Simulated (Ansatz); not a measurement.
Start from `OCS` and change one element to get `O[SiH2]S`.

Ansatz, PBE0-D4/def2-TZVP geometries, multiplicity 1. Each molecule was computed in one conformer, which needn't be the lowest.

```json
{"property": "vertical ionisation energy (CCSD(T)/CBS(def2)) / eV", "`OCS`": "9.84"}
{"property": "LUMO energy (ωB97M-V/def2-TZVPP) / eV", "`OCS`": "2.12"}
{"property": "size of the dipole moment (B3LYP/def2-TZVPP) / D", "`OCS`": "2.41"}
{"property": "HOMO energy (PBE0/def2-TZVPP) / eV", "`OCS`": "-7.10"}
{"property": "HOMO–LUMO gap (PBE/def2-TZVPP) / eV", "`OCS`": "5.39"}
{"property": "ideal-gas entropy at 298 K and 1 bar (rigid rotor, harmonic PBE0-D4/def2-TZVP) / J/(mol·K)", "`OCS`": "282"}
```

(1) What does the change do to each property? (Estimate.)

Results:

(1) The calculation gave: 
| property | `O[SiH2]S` | shift |
| --- | --- | --- |
| vertical ionisation energy (CCSD(T)/CBS(def2)) / eV | 10.27 | 0.43 |
| LUMO energy (ωB97M-V/def2-TZVPP) / eV | 1.89 | -0.23 |
| size of the dipole moment (B3LYP/def2-TZVPP) / D | 0.81 | -1.60 |
| HOMO energy (PBE0/def2-TZVPP) / eV | -7.70 | -0.60 |
| HOMO–LUMO gap (PBE/def2-TZVPP) / eV | 5.84 | 0.45 |
| ideal-gas entropy at 298 K and 1 bar (rigid rotor, harmonic PBE0-D4/def2-TZVP) / J/(mol·K) | 299 | 17 |

With PBE0 the HOMO falls by 0.60 eV and the LUMO falls by 0.22 eV, so the gap widens by about 0.38 eV. PBE moves the HOMO by -0.61 eV and ωB97M-V by -0.56 eV. Dipoles are sizes alone; their direction can turn.

B3LYP here is the variant with VWN-RPA as its local correlation; programs differ in this.
